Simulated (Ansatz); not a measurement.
The input, for Ansatz 0.2.0:

```yaml
crystal:
  periodic: [false, false, false]
  atoms:
    - {symbol: Na, position_ang: [0.000000, 0.000000, 0.000000]}
    - {symbol: H, position_ang: [0.000000, 0.000000, -3.571699]}
    - {symbol: H, position_ang: [0.000000, 0.000000, 3.571699]}
basis:
  gaussian: {orbitals: aug-cc-pVTZ}
total_charge: -1
magnetization: {spin_polarized: false}
correlation: {method: ccsdt_q, electrons: outside_noble_gas}
```

```sh
$ ansatz run in.yaml --threads 1 --pin off --events-out ev --progress --plain --max-ram 2393MiB
```

Output:

```
1035 factors; integrals over basis functions are off by at most 1.4e-7 eV
mean field evaluation 1: about -4431.8317 eV, gradient 6.0e0 eV
mean field evaluation 2: about -4431.8323 eV, gradient 6.0e0 eV
mean field evaluation 4: about -4432.2136 eV, gradient 3.5e-1 eV
mean field evaluation 8: about -4432.2160 eV, gradient 9.6e-4 eV
mean field evaluation 16: about -4432.2160 eV, gradient 8.6e-6 eV
mean field -4432.21600364 eV, -162.8809338698 hartree, gradient 8.6e-6 eV, S^2 0.000000; 0 other end points of the search recorded, 0 dependent functions left out; unrestricted orbitals would lower it
5 core orbitals not correlated: weight in the atoms' cores, before any rotation towards them, 1.000 or more for the frozen orbitals, at most 0.000 for the correlated occupied ones
reference -4432.21600364 eV, -162.8809338698 hartree; 2, 2 occupied and 89, 89 virtual orbitals, 1035 factors
second order -1.58242361 eV of doubles, -0.00000000 eV of singles
cycle   1  -1.91334650 eV  change   -3.3e-1 eV  update   7.6e-2
cycle   2  -2.13152941 eV  change   -2.2e-1 eV  update   4.1e-2
cycle   3  -2.17527598 eV  change   -4.4e-2 eV  update   2.5e-2
cycle   4  -2.19784946 eV  change   -2.3e-2 eV  update   1.5e-2
cycle   5  -2.20184896 eV  change   -4.0e-3 eV  update   6.0e-3
cycle   6  -2.20165393 eV  change    2.0e-4 eV  update   2.8e-3
cycle   7  -2.20092012 eV  change    7.3e-4 eV  update   1.3e-3
cycle   8  -2.20138463 eV  change   -4.6e-4 eV  update   6.2e-4
cycle   9  -2.20170051 eV  change   -3.2e-4 eV  update   3.5e-4
cycle  10  -2.20163687 eV  change    6.4e-5 eV  update   2.3e-4
cycle  11  -2.20161916 eV  change    1.8e-5 eV  update   1.3e-4
cycle  12  -2.20164072 eV  change   -2.2e-5 eV  update   5.4e-5
cycle  13  -2.20163957 eV  change    1.1e-6 eV  update   3.1e-5
cycle  14  -2.20166331 eV  change   -2.4e-5 eV  update   1.4e-5
cycle  15  -2.20166823 eV  change   -4.9e-6 eV  update   5.2e-6
cycle  16  -2.20166720 eV  change    1.0e-6 eV  update   2.7e-6
cycle  17  -2.20166550 eV  change    1.7e-6 eV  update   1.4e-6
cycle  18  -2.20166419 eV  change    1.3e-6 eV  update   7.8e-7
cycle  19  -2.20166399 eV  change    2.0e-7 eV  update   3.7e-7
perturbative correction -0.00050282 eV, -0.0000184784 hartree
Total energy: -4434.41817045 eV, -162.9618620074 hartree
```

The T1 diagnostic is 0.042.

For the same geometry and basis full CI lies 0.1 meV higher. RHF is unstable: UHF (⟨S²⟩ = 0.84) lies 0.19 eV below the lowest RHF solution. Higher spins weren't run at this geometry and may lie near or lower.

Ran on 1 thread of AMD EPYC 7B13, shared host: 16 s wall, 0.46 GiB peak host memory.
